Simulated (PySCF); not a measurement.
**Electronic absorption of HSiF**

Species: HSiF (singlet state).
Bonds: F1–Si2. Hydrogens: H3 on Si2.

Method: PySCF, TDDFT CAM-B3LYP/def2-SVPD, vertical, gas phase, core orbitals frozen in the response. Isolated species at its PBE0-D3(BJ)/def2-SVP geometry, gas phase.

| state | E (eV) | λ (nm) | ν̃ (cm⁻¹) | f | symmetry | main configurations (H = HOMO, L = LUMO) |
| --- | --- | --- | --- | --- | --- | --- |
| S1 | 2.92 | 424.9 | 23540 | 0.020 | A″ | H→L (98%) |
| S2 | 5.74 | 215.8 | 46330 | 0.071 | A′ | H→L+1 (92%) |
| S3 | 6.87 | 180.5 | 55400 | 0.182 | A′ | H→L+2 (93%) |
| S4 | 7.56 | 164.0 | 60960 | 0.051 | A″ | H-1→L (92%) |
| S5 | 8.20 | 151.2 | 66120 | 0.309 | A′ | H→L+3 (93%) |
| S6 | 8.49 | 146.1 | 68450 | 0.0041 | A″ | H-3→L (96%) |
| S7 | 8.74 | 141.8 | 70500 | 0.216 | A″ | H→L+4 (92%) |
| S8 | 8.95 | 138.5 | 72220 | 0.013 | A′ | H-2→L (91%) |
| S9 | 9.66 | 128.4 | 77900 | 0.038 | A″ | H→L+7 (95%) |
| S10 | 9.66 | 128.4 | 77910 | 0.064 | A′ | H→L+5 (61%), H→L+6 (32%) |

Triplets, Tamm–Dancoff:

| state | E (eV) | λ (nm) | main configurations (H = HOMO, L = LUMO) |
| --- | --- | --- | --- |
| T1 | 1.61 | 770.6 | H→L (98%) |
| T2 | 4.53 | 274.0 | H→L+1 (92%) |
| T3 | 6.25 | 198.5 | H→L+3 (49%), H→L+2 (46%) |
| T4 | 6.28 | 197.4 | H-1→L (91%) |

The lowest singlet comes at 425 nm (282 kJ/mol) in the visible; it is weak; its leading configuration is HOMO→LUMO (98%). The most intense listed level is S5 at 8.20 eV (151 nm, f = 0.309), 5.28 eV above S1. S9/S10 lie within about 0.01 eV of each other. Löwdin shares by element: HOMO silicon 66%, hydrogen 21%, fluorine 13%; LUMO silicon 75%, fluorine 15%, hydrogen 10%. Of the 10 states listed, 9 reach f = 0.01 and none stays under 0.0005. Weighted by f, the mean energy of these states is 7.91 eV. Orbital energies (eV): HOMO-3 -14.36, HOMO-2 -14.19, HOMO-1 -12.99, HOMO -8.37, LUMO -1.60, LUMO+1 0.93, LUMO+2 1.62. S1 lies in the visible range (380 to 750 nm), at 425 nm, f = 0.020; light of that wavelength is violet, and its complementary colour is yellow-green. The vertical ionisation energy (ΔSCF) is 9.74 eV, 0.08 eV above S10. Symmetry labels in Cs follow from the direction of the transition dipole and are given only for states with f of 0.002 or more. Only the lowest 10 singlets were computed, as vertical energies without vibronic structure.
